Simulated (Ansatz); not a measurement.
System: chalcopyrite CuGaSe₂. Method: r²SCAN (plane waves, PAW; Ansatz, a program for electronic structure).

Numerical settings: plane-wave cutoff 560 eV, 8×8×8 k mesh, Fermi–Dirac smearing 0.01 eV, no spin polarisation, scalar-relativistic PAW data made under PBE.

Shape and atoms are relaxed at each volume.

Pressure at four volumes; x = ln(V/21.819 Å³). One pressure is withheld.

```csv
V (Å³/atom),x,P (GPa)
20.946,-0.0408,?
21.383,-0.0202,1.46
21.819,0.0000,-0.01
22.692,0.0392,-2.50
```

Task: Pass a parabola P(x) through the three rows shown, estimate the bulk modulus and its pressure derivative near zero pressure, and predict the withheld pressure.

Result: Slopes between the rows: (-0.01 − (1.46))/(0.0000 − (-0.0202)) = -72.77 and (-2.50 − (-0.01))/(0.0392 − (0.0000)) = -63.52 GPa. Their difference over the span 0.0594 is c = 9.25/0.0594 = 155.7 GPa, so P(x) = 1.46 + (-72.77)(x − (-0.0202)) + 155.7 (x − (-0.0202))(x − (0.0000)). At the middle row B = −dP/dx = −[-72.77 + 155.7 × 0.0202] = 69.6 GPa, and B′ = dB/dP = 2c/B = 4.5. At x = -0.0408 the parabola gives 3.09 GPa; the run gives 3.12 GPa. The Birch–Murnaghan fit to the energies at all volumes has B0 = 69.7 GPa and B′ = 4.8.
